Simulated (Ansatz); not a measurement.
`FC(Cl)Cl` + `[CH3]`• → `F[C](Cl)Cl`• + CH₄  (hydrogen abstraction from a C–H bond)

Computed with Ansatz on PBE0-D4/def2-TZVP structures; ΔE is electronic, products minus reactants. CBS: MP2 limit from def2 TZ/QZ plus the TZ coupled-cluster correction, frozen cores. This one scheme is used for every species. Functionals use def2-TZVPP. Open shells (•) are unrestricted, without spin–orbit coupling.

CCSD(T)/CBS gives -0.33 eV.

Task: Another level gave -0.36 eV. Which?
A. BHLYP-D4/def2-TZVPP
B. PBE0/def2-TZVPP
C. PBE-D4/def2-TZVPP
D. B2PLYP/def2-TZVPP

Result: A. BHLYP-D4 -0.36, B2PLYP -0.41, PBE-D4 -0.54, PBE0 -0.46 eV.

Largest T1 diagnostic among the species: 0.015.

From PBE to PBE0 (25 % exact exchange), in def2-TZVPP and without D4, ΔE moves by +0.09 eV. Leaving LDA and LC-ωPBE aside and taking each functional with its dispersion term where it has one, the values spread over 0.18 eV, from PBE-D4 to BHLYP-D4. LDA lies −0.12 eV from PBE without D4. At CCSD(T), def2-SVP lies −0.07 eV from the extrapolated value and def2-TZVPP −0.00 eV.
